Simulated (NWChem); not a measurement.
difluoromethane (CH2F2); SMILES C(F)F

```xyz
5

F      1.1104     0.0000    -0.2961
C      0.0000     0.0000     0.4888
F     -1.1104     0.0000    -0.2961
H      0.0000     0.9226     1.1159
H      0.0000    -0.9226     1.1159
```
Atoms are numbered in this order, from 1.

Program: NWChem. Coordinates come from a PBE-D3(BJ)/def2-SVP optimisation. Solvent water, SMD (1 M gas to 1 M solution), gas-phase geometry.

```tsv
level	basis functions	solvation free energy (kcal/mol)	cavity-dispersion-structure term (kcal/mol)	dipole in solution (D)
M06-2X/STO-3G	17	2.0	3.3	1.13
M06-2X/def2-SVP	52	-1.1	3.3	2.35
M06-2X/def2-SVPD	82	-1.5	3.3	2.55
M06-2X/def2-TZVP	105	-1.2	3.3	2.43
M06-2X/def2-TZVPD	135	-1.3	3.3	2.49
M06-2X/def2-TZVPP	121	-1.2	3.3	2.43
```
